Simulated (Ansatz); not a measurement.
# C₂H₃FO (singlet): wave-function methods side by side, cc-pVTZ

One table from this session's results is given with a row withheld; the runs are named, their logs left out.

Method: cc-pVTZ, core rule «outside noble gas», up to 4 orbitals frozen; program: Ansatz 0.2.0, Gaussian basis.

To be run: UHF; CCSD(T) on RHF; BCCD(T) on RHF.

20 further runs of the same task are left out: 2 that didn't finish, 18 set aside as unsound or not needed.

## The system

The geometry is an MP2(full)/6-31G* stationary point (not a proven minimum).

7 atoms, charge 0, spin multiplicity 1.

Atoms are counted from 1 here; the program's logs count them from 0.

Bond lengths: C1–O2 1.198 Å, C1–F3 1.368 Å, C1–C4 1.493 Å, C4–H5 1.088 Å, C4–H6 1.092 Å, C4–H7 1.092 Å. Angles: O2–C1–F3 120.7°, O2–C1–C4 129.3°, F3–C1–C4 110.1°, C1–C4–H5 109.7°, C1–C4–H6 109.4°, C1–C4–H7 109.4°, H5–C4–H6 110.3°, H5–C4–H7 110.3°, H6–C4–H7 107.7°.

Set-up of the first run:

Contents of in.yaml:

```yaml
crystal:
  periodic: [false, false, false]
  atoms:
    - {symbol: C, position_ang: [0.081969, 0.137779, 0.000000]}
    - {symbol: O, position_ang: [0.208620, 1.328582, 0.000000]}
    - {symbol: F, position_ang: [-1.161981, -0.431362, 0.000000]}
    - {symbol: C, position_ang: [1.131423, -0.924841, 0.000000]}
    - {symbol: H, position_ang: [2.117852, -0.465716, 0.000000]}
    - {symbol: H, position_ang: [1.006838, -1.557024, 0.881549]}
    - {symbol: H, position_ang: [1.006838, -1.557024, -0.881549]}
basis:
  gaussian: {orbitals: cc-pVTZ}
magnetization: {spin_polarized: true, initial_magnetization: 0}
hamiltonian: {xc: hf}
output: {orbitals: {seedname: orbitals}}
```

Command:

```console
$ ansatz run in.yaml --threads 1 --pin off --events-out ev --progress --plain --max-ram 4096MiB --backend cpu
```

Among the steps run: UHF; CCSD(T) on RHF; BCCD(T) on RHF.

One table of the session follows, with a row left open; its other results are not shown here.

| method | from RCCSD(T) (meV) |
| --- | --- |
| RHF | +23301.1 |
| RMP2 | ? |
| RCCSD | +886.2 |
| RCCSD(T) | 0 |
| BCCD(T) | -9.8 |

Estimate the missing values for RMP2.

As computed: from RCCSD(T) (meV): +1218.5. In the column «from RCCSD(T) (meV)» it lies between RCCSD (+886.2) and RHF (+23301.1).

With the free atoms at the same levels and basis (separate runs), the atomisation energy is 29.767 eV at RCCSD(T), 21.580 eV at RHF.
